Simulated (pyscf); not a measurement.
Optimised with ωB97X-D3(BJ)/def2-SVP in PySCF.

Question: For H₃Si–NH–SiH₃ (SMILES [SiH3]N[SiH3]) + NH₃ (SMILES N) → H₂N–SiH₃ (SMILES N[SiH3]) + H₂N–SiH₃ (SMILES N[SiH3]), a four-centre exchange (singlet surface; N–Si, H–N broken, N–Si, H–N formed), PBE/def2-TZVP gives ΔE‡ = 1.27 eV and ΔE = +0.09 eV (zero: the separated reactants). In which direction and how far do B3LYP-D3(BJ)/def2-TZVP, PBE0-D3(BJ)/def2-TZVP, ωB97M-D3(BJ)/def2-TZVP move these?

Answer: B3LYP-D3(BJ): ΔE‡ = 1.47 eV, ΔE = +0.13 eV; PBE0-D3(BJ): ΔE‡ = 1.32 eV, ΔE = +0.12 eV; ωB97M-D3(BJ): ΔE‡ = 1.47 eV, ΔE = +0.11 eV. PBE's barrier lies under all of them, by 0.05 to 0.20 eV. Its reaction energy lies under all of them, by 0.03 to 0.04 eV. On the reactant side the descent ends in a complex (not fully relaxed), 0.26 eV under the separated species and 1.72 eV under the saddle at ωB97X-D3(BJ)/def2-TZVP. On the product side the descent ends in a complex (not fully relaxed), 0.19 eV under the separated species and 1.49 eV under the saddle at ωB97X-D3(BJ)/def2-TZVP. This is the saddle that the search found; another between the same sides may lie lower.
